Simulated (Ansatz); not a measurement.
A made-up structure of CH2BO, doublet:

B1  (-1.069, -0.397, 0.575)
C2  (0.069, 0.273, -0.189)
O3  (0.084, -1.023, 0.602)
H4  (0.224, 0.109, -1.250)
H5  (0.582, -1.842, 0.749)
(Å)

It is relaxed with PBE-D4/def2-SVP and then PBE0-D4/def2-TZVP (Ansatz 0.2.0). Atoms count as bonded within 1.22 times the sum of their covalent radii (H–H: 0.88 Å). The end point is not checked to be a true minimum.

(1) Does its bonding change? (A judgement: the text doesn't fix the answer.)

Answers

(1) By the calculation: Yes. Formed: none; broken: C2–O3.

Where it ends: The first stage lowers the energy by 4.45 eV in 15 steps. It ends as CH₂BO ([CH][B][OH]):
| atom | x (Å) | y (Å) | z (Å) |
| --- | --- | --- | --- |
| B1 | -0.0872 | -0.5601 | 0.2880 |
| C2 | -0.1091 | 0.3013 | -0.7544 |
| O3 | -0.0887 | -1.3682 | 1.3373 |
| H4 | -0.1271 | 0.9819 | -1.5762 |
| H5 | 0.3017 | -2.2348 | 1.1922 |

Labels in which every atom is bracketed show which atoms are joined, not bond orders.

For scale, one of the runs: PBE0-D4/def2-TZVP relaxation, 105 basis functions, launched by `ansatz run in.yaml --threads 2 --pin off --events-out ev --progress --plain --max-ram 4352MiB`. The run took about 19 s on 2 CPU threads of an Arm Neoverse V2 (shared host).
